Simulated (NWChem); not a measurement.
**One shape, several levels: doublet [C2F2]+**

Aim: a comparison of 4 runs (UHF/STO-3G, UHF/3-21G, UB3LYP/6-31G*) of doublet [C2F2]+. 

The results are computed with NWChem 7.3.0.

## 1. The structure to begin with

[C2F2]+ has 4 atoms, charge +1, and is taken as a doublet. As SMILES of the parent species, `FC#CF`. Geometry: relaxed at PBE0-D4/def2-TZVP. That shape belongs to the parent species and isn't relaxed for this state.

Bond lengths: F1–C2 1.277 Å, C2–C3 1.184 Å, C3–F4 1.277 Å. Angles: F1–C2–C3 180.0°, C2–C3–F4 180.0°.

## 2. A single-point energy at UHF/STO-3G (run 1)

run.py

```python
from ase import Atoms
from ase.calculators.nwchem import NWChem

atoms = Atoms(['F', 'C', 'C', 'F'], positions=[
    [-0.136400, 0.128000, 1.852800],
    [-0.033700, 0.030200, 0.583200],
    [0.061400, -0.060400, -0.593400],
    [0.164100, -0.158200, -1.863000],
])

calc = NWChem(
    label='sp',
    theory='scf',
    memory='2200 mb',
    basis='STO-3G',
    basispar='spherical bse',
    charge=1,
    scf={'nopen': '1', 'uhf': None, 'thresh': '1e-08', 'maxiter': '80'},
    task='energy',
)
atoms.calc = calc

print("Total energy (eV):", round(atoms.get_potential_energy(), 6))
```

The run is started by

```
$ export ASE_NWCHEM_COMMAND="nwchem PREFIX.nwi > PREFIX.nwo"
$ python run.py
```

Output:

```text
Total energy (eV): -7358.983135
```

The calculator wrote sp.nwi:

```
title "sp"

permanent_dir sp

scratch_dir sp

start sp

geometry units angstrom nocenter noautosym noautoz
  F  -1.3639999999999999e-01 1.2800000000000000e-01 1.8528000000000000e+00
  C  -3.3700000000000001e-02 3.0200000000000001e-02 5.8320000000000005e-01
  C  6.1400000000000003e-02 -6.0400000000000002e-02 -5.9340000000000004e-01
  F  1.6410000000000000e-01 -1.5820000000000001e-01 -1.8630000000000000e+00
end

charge 1

memory 2200 mb

basis spherical bse noprint
   * library STO-3G
end

scf
  nopen 1
  uhf
  thresh 1e-08
  maxiter 80
end

task scf energy
```

sp.nwo:

```text
Northwest Computational Chemistry Package (NWChem) 7.3.0
             --------------------------------------------------------

           Job information
           ---------------

    nwchem branch   = 7.3.0
    use scalapack   = T
    input           = sp.nwi
    prefix          = sp.
    data base       = sp/sp.db
    status          = startup
    nproc           =        1

           Memory information
           ------------------

    heap     =     72089598 doubles =      550.0 Mbytes
    stack    =     72089595 doubles =      550.0 Mbytes
    global   =    144179200 doubles =     1100.0 Mbytes (distinct from heap & stack)
    total    =    288358393 doubles =     2200.0 Mbytes
    verify   = yes
    hardfail = no

           Directory information
           ---------------------

  0 permanent = sp
  0 scratch   = sp

                                NWChem Input Module
                                -------------------

                                        sp
                                        --

[... 23 lines left out ...]
            Nuclear Dipole moment (a.u.)
[... 74 lines left out ...]
 1-e energy   =    -550.010359
[... 7 lines left out ...]
         Quadratically convergent UHF
[... 14 lines left out ...]
       Final UHF  results
[... 3 lines left out ...]
      One electron energy =   -554.787218198061
[... 1 line left out ...]
 Nuclear repulsion energy =     95.511003870056
[... 32 lines left out ...]
          Final beta eigenvalues
[... 162 lines left out ...]
                     UHF Final Beta Molecular Orbital Analysis
[... 168 lines left out ...]
   Mulliken analysis of the beta density
   -------------------------------------

    Atom       Charge   Shell Charges
 -----------   ------   -------------------------------------------------------
    1 F    9     4.38   1.00  0.97  2.41
    2 C    6     2.62   1.00  0.47  1.15
    3 C    6     2.62   1.00  0.47  1.15
    4 F    9     4.38   1.00  0.97  2.41

   Mulliken analysis of the spin density
   -------------------------------------

    Atom       Charge   Shell Charges
 -----------   ------   -------------------------------------------------------
    1 F    9     0.13   0.00  0.00  0.13
    2 C    6     0.37  -0.00  0.02  0.35
    3 C    6     0.37  -0.00  0.02  0.35
    4 F    9     0.13   0.00  0.00  0.13

       Multipole analysis of the density wrt the origin
       ------------------------------------------------

     L   x y z        total         alpha         beta         nuclear
     -   - - -        -----         -----         ----         -------
     0   0 0 0      1.000000    -15.000000    -14.000000     30.000000

     1   1 0 0      0.026173     -0.392591     -0.366418      0.785181
[... 8 lines of this table left out ...]
     2   0 0 2     -8.391825   -124.712275   -120.391856    236.712306

 Task  times  cpu:        0.4s     wall:        0.4s
 Total times  cpu:        0.4s     wall:        0.4s
```

It took 1.7 s on 1 thread of AMD EPYC 7B13 (Zen 3), shared host; peak memory 0.098 GiB.

## 3. A single-point energy at UHF/3-21G (run 2)

c2f2.nw

```
start c2f2
title "C2F2 hf"
memory total 2200 mb
charge 1

geometry units au noautosym nocenter noautoz
F   -0.25775864   0.24188494   3.50128456
C   -0.06368377   0.05706973   1.10208828
C    0.11602918  -0.11413946  -1.12136348
F    0.31010406  -0.29895467  -3.52055977
end

basis "ao basis" spherical bse
* library 3-21G
end

scf
doublet
uhf
thresh 1e-08
maxiter 80
noprint "final vectors analysis"
end

task scf
```

The run is started by

```
$ nwchem c2f2.nw > c2f2.out
```

Output:

```text
[...]
  functions       =    36
[...]
  wavefunction    = UHF
[...]
         Total SCF energy =   -272.580765719729
      One electron energy =   -556.606416099567
      Two electron energy =    188.514653327344
 Nuclear repulsion energy =     95.510997052494
                       Sz =      0.5000
                 Sz(Sz+1) =      0.7500
                      S^2 =      0.7538
[...]
```

Run time: 1.2 s. Hardware: 1 thread of AMD EPYC 7B13 (Zen 3), shared host; peak memory 0.098 GiB.

Run 3 isn't shown in full; the table further down has it.

## 4. A single-point energy at UB3LYP/6-31G(d) (Cartesian functions) (run 4)

run.py

```python
from ase import Atoms
from ase.calculators.nwchem import NWChem

mol = Atoms('FCCF', positions=[
    [-0.136400, 0.128000, 1.852800],
    [-0.033700, 0.030200, 0.583200],
    [0.061400, -0.060400, -0.593400],
    [0.164100, -0.158200, -1.863000],
])

calc = NWChem(
    label='c2f2',
    theory='dft',
    memory='2200 mb',
    basis='6-31G*',
    charge=1,
    dft={'xc': 'b3lyp', 'mult': '2', 'grid': 'xfine', 'convergence': 'energy 1e-08', 'iterations': '100', 'mulliken': None},
    task='energy',
)
mol.calc = calc

e = mol.get_potential_energy()
print(f"E = {e:.6f} eV")
```

The run is started by

```
$ export ASE_NWCHEM_COMMAND="nwchem PREFIX.nwi > PREFIX.nwo"
$ python run.py
```

Output:

```text
E = -7492.285242 eV
```

The calculator wrote c2f2.nwi:

```
title "c2f2"

permanent_dir c2f2

scratch_dir c2f2

start c2f2

geometry units angstrom nocenter noautosym noautoz
  F  -1.3639999999999999e-01 1.2800000000000000e-01 1.8528000000000000e+00
  C  -3.3700000000000001e-02 3.0200000000000001e-02 5.8320000000000005e-01
  C  6.1400000000000003e-02 -6.0400000000000002e-02 -5.9340000000000004e-01
  F  1.6410000000000000e-01 -1.5820000000000001e-01 -1.8630000000000000e+00
end

charge 1

memory 2200 mb

basis noprint
   * library 6-31G*
end

dft
  xc b3lyp
  mult 2
  grid xfine
  convergence energy 1e-08
  iterations 100
  mulliken
end

task dft energy
```

c2f2.nwo:

```text
Northwest Computational Chemistry Package (NWChem) 7.3.0
             --------------------------------------------------------

           Job information
           ---------------

    nwchem branch   = 7.3.0
    use scalapack   = T
    input           = c2f2.nwi
    prefix          = c2f2.
    data base       = c2f2/c2f2.db
    status          = startup
    nproc           =        1

           Memory information
           ------------------

    heap     =     72089598 doubles =      550.0 Mbytes
    stack    =     72089595 doubles =      550.0 Mbytes
    global   =    144179200 doubles =     1100.0 Mbytes (distinct from heap & stack)
    total    =    288358393 doubles =     2200.0 Mbytes
    verify   = yes
    hardfail = no

           Directory information
           ---------------------

  0 permanent = c2f2
  0 scratch   = c2f2

                                NWChem Input Module
                                -------------------

                                       c2f2
                                       ----

[... 23 lines left out ...]
            Nuclear Dipole moment (a.u.)
[... 53 lines left out ...]
  convergence criterion.
[... 16 lines left out ...]
          Convergence on density requested:  1.00D-05
[... 22 lines left out ...]
          Spatial weights used:  Erf1
[... 3 lines left out ...]
          Convergence aids based upon iterative change in
[... 96 lines left out ...]
         Total DFT energy =     -275.336406423596
[... 1 line left out ...]
           Coulomb energy =      219.944412831960
[... 1 line left out ...]
 Nuclear repulsion energy =       95.511003870056
[... 430 lines left out ...]
                     DFT Final Beta Molecular Orbital Analysis
[... 491 lines left out ...]
   alpha     51     52     53     54     55     56     57     58     59     60
    beta     51     52     53     55     54     56     57     58     59     60
 overlap   1.000  1.000  1.000  1.000  1.000  1.000  1.000  1.000  1.000  1.000

     --------------------------
     Expectation value of S2:
     --------------------------
      <S2> =      0.7512 (Exact =     0.7500)

 center of mass
 --------------
 x =   0.02617270 y =  -0.02853486 z =  -0.00963760

 moments of inertia (a.u.)
 ------------------
         500.987201397044           3.102030038849          40.275015866554
           3.102030038849         501.289707623166         -38.359078722134
          40.275015866554         -38.359078722134           6.211430723756

     Multipole analysis of the density
     ---------------------------------

     L   x y z        total         alpha         beta         nuclear
     -   - - -        -----         -----         ----         -------
     0   0 0 0      1.000000    -15.000000    -14.000000     30.000000

     1   1 0 0      0.026173     -0.392591     -0.366418      0.785181
[... 8 lines of this table left out ...]
     2   0 0 2     -8.087455   -124.432232   -120.367528    236.712306

 Task  times  cpu:       10.5s     wall:       10.5s
 Total times  cpu:       10.6s     wall:       10.6s
```

Wall time 12 s (1 thread of AMD EPYC 7B13 (Zen 3), shared host); peak memory 0.12 GiB.

## 5. All runs side by side

```
run                                level  iteration cap  module  energy (Eh)  HOMO energy (eV)  LUMO energy (eV)   ⟨S²⟩  wall time
  1                           UHF/STO-3G             80     scf  -270.437644            -19.08             -8.12  0.754      1.7 s
  2                            UHF/3-21G             80     scf  -272.580766                 –                 –  0.754      1.2 s
  3  UB3LYP/6-31G* (spherical functions)            100     dft  -275.333702            -16.62            -14.22  0.751      9.9 s
  4  UB3LYP/6-31G* (Cartesian functions)            100     dft  -275.336406            -16.62            -14.22  0.751       12 s
```

## 6. Results

| quantity | value |
| --- | --- |
| run 4: total energy | -275.33641 Eh |
| run 4: HOMO energy (highest over α and β) | -16.62 eV |
| run 4: LUMO energy (lowest over α and β) | -14.22 eV |
| run 4: ⟨S²⟩ | 0.751 |

What this shows: In run 1 the basis is minimal, so the values are rough. All runs together took 25 s, the longest 12 s.
